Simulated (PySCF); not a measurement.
Bond curve of LiF

Set-up: PySCF, spin-free X2C with a Gaussian nucleus, basis sets Li jorge-DZP-DKH, F jorge-DZP-DKH. Energies in eV from Li + F in their ground configurations at the same level. All curves are PBE0. state 1: ¹Σ⁺ (singlet), closed shell; state 2: triplet, unpaired electrons σ ↑, π ↑, a second solution, started from another occupation.

```json
{"R (Å)": "1.384", "state 1": "-4.872", "state 2": "1.9489"}
{"R (Å)": "1.448", "state 1": "-5.176", "state 2": "1.4187"}
{"R (Å)": "1.512", "state 1": "-5.344", "state 2": "1.0314"}
{"R (Å)": "1.561", "state 1": "-5.404", "state 2": "0.8111"}
{"R (Å)": "1.609", "state 1": "-5.420", "state 2": "0.6363"}
{"R (Å)": "1.657", "state 1": "-5.402", "state 2": "0.4977"}
{"R (Å)": "1.722", "state 1": "-5.337", "state 2": "0.3571"}
{"R (Å)": "1.802", "state 1": "-5.207", "state 2": "0.2330"}
{"R (Å)": "1.899", "state 1": "-5.006", "state 2": "0.1366"}
{"R (Å)": "2.027", "state 1": "-4.695", "state 2": "0.0623"}
```

Problem. Put a parabola through the three lowest points of the state 1 curve and estimate Re, k and ωe (reduced mass 5.124 u; 1 eV/Å² = 0.16022 mdyn/Å; ωe = 1302.8·√(k/μ) cm⁻¹).

Solution. Through R = 1.561, 1.609, 1.657 Å the second-order coefficient is 7.38 eV/Å², so Re ≈ 1.608 Å, k ≈ 2.36 mdyn/Å and ωe ≈ 885 cm⁻¹. A polynomial fit of higher order to the unrounded PBE0 energies gives Re = 1.606 Å, k = 2.39 mdyn/Å, ωe = 889 cm⁻¹; anharmonicity and rounding make the difference.

The higher-order fit for each curve: state 1: Re = 1.606 Å, ωe = 889 cm⁻¹, De = 5.42 eV. State 2 gave no clean fit.
